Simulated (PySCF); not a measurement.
**S2O (SMILES O=S=S) at BP86/cc-pCVDZ**

What is the vertical ionisation energy of S2O at BP86/cc-pCVDZ? 

The calculation is run with PySCF 2.14.0.

## Step 1: The system as given

S2O: 3 atoms, total charge 0, spin state singlet. As SMILES, `O=S=S`. The shape is that of a GFN2-xTB optimisation.

Bond lengths: O1–S2 1.448 Å, S2–S3 1.909 Å. Angles: O1–S2–S3 114.6°.

## Step 2: The energy at BP86/cc-pCVDZ

run.py

```python
# Disulfur monoxide
from pyscf import gto, dft

mol = gto.M(
    atom='''
O    0.431370   1.195520   0.483120
S    0.559470  -0.210460   0.159300
S   -0.990830  -0.985060  -0.642420
''',
    spin=0,
    basis='cc-pcvdz',
    max_memory=1860,
    verbose=4,
)

mf = dft.RKS(mol, xc='bp86')
mf.conv_tol = 1e-10
mf.grids.level = 4
mf.kernel()
if not mf.converged:
    mf = mf.newton().run(mf.mo_coeff, mf.mo_occ)

e_final = mf.e_tot
print('Final energy', e_final)
```

Run with:

```sh
$ OMP_NUM_THREADS=1 python run.py
```

Output:

```text
PySCF version 2.14.0

[INPUT] num. atoms = 3
[INPUT] num. electrons = 40
[INPUT] charge = 0
[INPUT] spin (= nelec alpha-beta = 2S) = 0
[INPUT] symmetry False subgroup None
[INPUT] Mole.unit = angstrom
[INPUT] Symbol           X                Y                Z      unit          X                Y                Z       unit  Magmom
[INPUT]  1 O      0.431370000000   1.195520000000   0.483120000000 AA    0.815171158354   2.259205376440   0.912964485300 Bohr   0.0
[INPUT]  2 S      0.559470000000  -0.210460000000   0.159300000000 AA    1.057245074910  -0.397711760176   0.301033371643 Bohr   0.0
[INPUT]  3 S     -0.990830000000  -0.985060000000  -0.642420000000 AA   -1.872397336003  -1.861493616264  -1.213997856943 Bohr   0.0

nuclear repulsion = 141.589658092164
number of shells = 23
number of NR pGTOs = 130
number of NR cGTOs = 72
basis = cc-pcvdz
ecp = {}

******** <class 'pyscf.dft.rks.RKS'> ********
method = RKS
initial guess = minao
damping factor = 0
level_shift factor = 0
DIIS = <class 'pyscf.scf.diis.CDIIS'>
diis_start_cycle = 1
diis_space = 8
diis_damp = 0
SCF conv_tol = 1e-10
SCF conv_tol_grad = None
SCF max_cycles = 50
direct_scf = True
direct_scf_tol = 1e-13
XC library pyscf.dft.libxc version 7.0.0
    S. Lehtola, C. Steigemann, M. J.T. Oliveira, and M. A.L. Marques.,  SoftwareX 7, 1–5 (2018)
XC functionals = bp86
    A. D. Becke.,  Phys. Rev. A 38, 3098 (1988)
    J. P. Perdew.,  Phys. Rev. B 33, 8822 (1986)
radial grids:
    Treutler-Ahlrichs [JCP 102, 346 (1995); DOI:10.1063/1.469408] (M4) radial grids

becke partition: Becke, JCP 88, 2547 (1988); DOI:10.1063/1.454033
pruning grids: <function nwchem_prune>
grids dens level: 4
symmetrized grids: False
atomic radii adjust function: <function treutler_atomic_radii_adjust>
small_rho_cutoff = 0
Set gradient conv threshold to 1e-05
Initial guess from minao.
tot grids = 85640
init E= -872.229272916821
  HOMO = -0.282151927227467  LUMO = -0.186839079583493  gap/eV = 2.59359
cycle= 1 E= -871.500710395606  delta_E= 0.729  |g|= 0.926  |ddm|=  2.2
  HOMO = -0.137310644026549  LUMO = -0.0508660267230496  gap/eV = 2.35228
cycle= 2 E= -868.780444469268  delta_E= 2.72  |g|= 3.26  |ddm|=  3.4
  HOMO = -0.19874650074857  LUMO = -0.152300603334623  gap/eV = 1.26386
cycle= 3 E= -871.334430775941  delta_E= -2.55  |g|= 0.991  |ddm|=  3.4
  HOMO = -0.243695076412119  LUMO = -0.153808676114352  gap/eV = 2.44593
cycle= 4 E= -871.632419490578  delta_E= -0.298  |g|= 0.358  |ddm|= 1.34
  HOMO = -0.252486094972373  LUMO = -0.176353837189971  gap/eV = 2.07166
cycle= 5 E= -871.668758336391  delta_E= -0.0363  |g|= 0.0912  |ddm|= 0.363
  HOMO = -0.245654801232125  LUMO = -0.170203286866574  gap/eV = 2.05314
cycle= 6 E= -871.670321963701  delta_E= -0.00156  |g|= 0.0411  |ddm|= 0.0777
  HOMO = -0.246174541184879  LUMO = -0.171285130237514  gap/eV = 2.03784
cycle= 7 E= -871.670717401074  delta_E= -0.000395  |g|= 0.00916  |ddm|= 0.0309
  HOMO = -0.246235289424344  LUMO = -0.171518961330705  gap/eV = 2.03313
cycle= 8 E= -871.670731786299  delta_E= -1.44e-05  |g|= 0.00264  |ddm|= 0.0055
  HOMO = -0.24629668695784  LUMO = -0.171578765780865  gap/eV = 2.03318
cycle= 9 E= -871.670732936862  delta_E= -1.15e-06  |g|= 0.00134  |ddm|= 0.00132
  HOMO = -0.246251842444614  LUMO = -0.171567180569632  gap/eV = 2.03227
cycle= 10 E= -871.670733409323  delta_E= -4.72e-07  |g|= 0.000236  |ddm|= 0.00101
  HOMO = -0.24625036967687  LUMO = -0.171574050685493  gap/eV = 2.03205
cycle= 11 E= -871.670733424569  delta_E= -1.52e-08  |g|= 4.83e-05  |ddm|= 0.000187
  HOMO = -0.246248183214193  LUMO = -0.171574726672397  gap/eV = 2.03197
cycle= 12 E= -871.670733425223  delta_E= -6.54e-10  |g|= 5.37e-06  |ddm|= 4.99e-05
  HOMO = -0.24624861503889  LUMO = -0.17157489563656  gap/eV = 2.03198
cycle= 13 E= -871.670733425229  delta_E= -6.14e-12  |g|= 5.93e-07  |ddm|= 5.71e-06
  HOMO = -0.246248494694223  LUMO = -0.171574832581229  gap/eV = 2.03197
Extra cycle  E= -871.670733425226  delta_E= 3.18e-12  |g|= 2.42e-06  |ddm|= 2.55e-06
converged SCF energy = -871.670733425226
Final energy -871.670733425226
```

It took 6.3 s on 1 thread of Arm Neoverse V1, shared host; peak memory 0.33 GiB.

## Step 3: The doublet cation

geometry.xyz

```xyz
3

O      0.431370     1.195520     0.483120
S      0.559470    -0.210460     0.159300
S     -0.990830    -0.985060    -0.642420
```

calc.py

```python
from pyscf import gto, dft

system = gto.M(
    atom='geometry.xyz',
    verbose=4,
    max_memory=1860,
    charge=1,
    spin=1,
    basis='cc-pcvdz',
)

mf = dft.UKS(system)
mf.xc = 'bp86'
mf.grids.level = 4
mf.conv_tol = 1e-10
mf.kernel()
if not mf.converged:
    mf = mf.newton().run(mf.mo_coeff, mf.mo_occ)

e_final = mf.e_tot
print('E(%s) = %.9f' % ('BP86', e_final))
```

Run with:

```sh
$ OMP_NUM_THREADS=1 python calc.py
```

Output:

```text
PySCF version 2.14.0

[INPUT] num. atoms = 3
[INPUT] num. electrons = 39
[INPUT] charge = 1
[INPUT] spin (= nelec alpha-beta = 2S) = 1
[INPUT] symmetry False subgroup None
[INPUT] Mole.unit = angstrom
[INPUT] Symbol           X                Y                Z      unit          X                Y                Z       unit  Magmom
[INPUT]  1 O      0.431370000000   1.195520000000   0.483120000000 AA    0.815171158354   2.259205376440   0.912964485300 Bohr   0.0
[INPUT]  2 S      0.559470000000  -0.210460000000   0.159300000000 AA    1.057245074910  -0.397711760176   0.301033371643 Bohr   0.0
[INPUT]  3 S     -0.990830000000  -0.985060000000  -0.642420000000 AA   -1.872397336003  -1.861493616264  -1.213997856943 Bohr   0.0

nuclear repulsion = 141.589658092164
number of shells = 23
number of NR pGTOs = 130
number of NR cGTOs = 72
basis = cc-pcvdz
ecp = {}

******** <class 'pyscf.dft.uks.UKS'> ********
method = UKS
initial guess = minao
damping factor = 0
level_shift factor = 0
DIIS = <class 'pyscf.scf.diis.CDIIS'>
diis_start_cycle = 1
diis_space = 8
diis_damp = 0
SCF conv_tol = 1e-10
SCF conv_tol_grad = None
SCF max_cycles = 50
direct_scf = True
direct_scf_tol = 1e-13
number electrons alpha = 20  beta = 19
XC library pyscf.dft.libxc version 7.0.0
    S. Lehtola, C. Steigemann, M. J.T. Oliveira, and M. A.L. Marques.,  SoftwareX 7, 1–5 (2018)
XC functionals = bp86
    A. D. Becke.,  Phys. Rev. A 38, 3098 (1988)
    J. P. Perdew.,  Phys. Rev. B 33, 8822 (1986)
radial grids:
    Treutler-Ahlrichs [JCP 102, 346 (1995); DOI:10.1063/1.469408] (M4) radial grids

becke partition: Becke, JCP 88, 2547 (1988); DOI:10.1063/1.454033
pruning grids: <function nwchem_prune>
grids dens level: 4
symmetrized grids: False
atomic radii adjust function: <function treutler_atomic_radii_adjust>
small_rho_cutoff = 0
Set gradient conv threshold to 1e-05
tot grids = 85640
init E= -872.229272916821
[... the frontier-level lines of each cycle are left out ...]


cycle= 1 E= -871.073171231242  delta_E= 1.16  |g|= 0.695  |ddm|= 1.56
cycle= 2 E= -866.469176085657  delta_E=  4.6  |g|= 2.64  |ddm|= 2.53
cycle= 3 E= -871.119452755284  delta_E= -4.65  |g|= 0.505  |ddm|= 2.36
cycle= 4 E= -870.859036106861  delta_E= 0.26  |g|= 0.806  |ddm|= 1.29
cycle= 5 E= -871.284787371593  delta_E= -0.426  |g|= 0.0873  |ddm|= 1.05
cycle= 6 E= -871.287798342874  delta_E= -0.00301  |g|= 0.0374  |ddm|= 0.117
cycle= 7 E= -871.288515500636  delta_E= -0.000717  |g|= 0.0101  |ddm|= 0.0631
cycle= 8 E= -871.288578362276  delta_E= -6.29e-05  |g|= 0.00262  |ddm|= 0.0102
cycle= 9 E= -871.288582976997  delta_E= -4.61e-06  |g|= 0.00151  |ddm|= 0.00543
cycle= 10 E= -871.288583970424  delta_E= -9.93e-07  |g|= 0.00143  |ddm|= 0.00288
cycle= 11 E= -871.288585227071  delta_E= -1.26e-06  |g|= 0.000561  |ddm|= 0.00196
cycle= 12 E= -871.288585294259  delta_E= -6.72e-08  |g|= 0.000523  |ddm|= 0.00154
cycle= 13 E= -871.288585494664  delta_E= -2e-07  |g|= 3.46e-05  |ddm|= 0.000568
cycle= 14 E= -871.288585495593  delta_E= -9.3e-10  |g|= 1.25e-05  |ddm|= 5.93e-05
cycle= 15 E= -871.288585495726  delta_E= -1.32e-10  |g|= 2.42e-06  |ddm|= 3.39e-05
cycle= 16 E= -871.288585495727  delta_E= -1.59e-12  |g|= 1.15e-06  |ddm|= 5.09e-06
Extra cycle  E= -871.288585495722  delta_E= 5e-12  |g|= 4.26e-06  |ddm|= 4.47e-06
converged SCF energy = -871.288585495722  <S^2> = 0.75665313  2S+1 = 2.0066421
E(BP86) = -871.288585496
```

Run time: 12 s. Hardware: 1 thread of Arm Neoverse V1, shared host; peak memory 0.34 GiB.

## Step 4: What came out

At BP86/cc-pCVDZ:

| quantity | value |
| --- | --- |
| singlet S2O: total energy | -871.67073 Eh |
| singlet S2O: dipole moment | 1.36 D |
| singlet S2O: HOMO energy | -6.70 eV |
| singlet S2O: LUMO energy | -4.67 eV |
| singlet S2O: HOMO–LUMO gap | 2.03 eV |
| doublet cation: total energy | -871.28859 Eh |
| doublet cation: HOMO energy (highest over α and β) | -14.53 eV |
| doublet cation: LUMO energy (lowest over α and β) | -14.02 eV |
| doublet cation: ⟨S²⟩ | 0.757 |
| vertical ionisation energy (to the doublet cation) | 10.399 eV |

**Reading.** The vertical ionisation energy comes to 10.40 eV (240 kcal/mol). −ε(HOMO) before ionisation, 6.70 eV, is 3.70 eV below this ionisation energy. Mulliken charges (doublet cation) run from -0.13 on O1 to +0.69 on S2; they depend strongly on the basis.
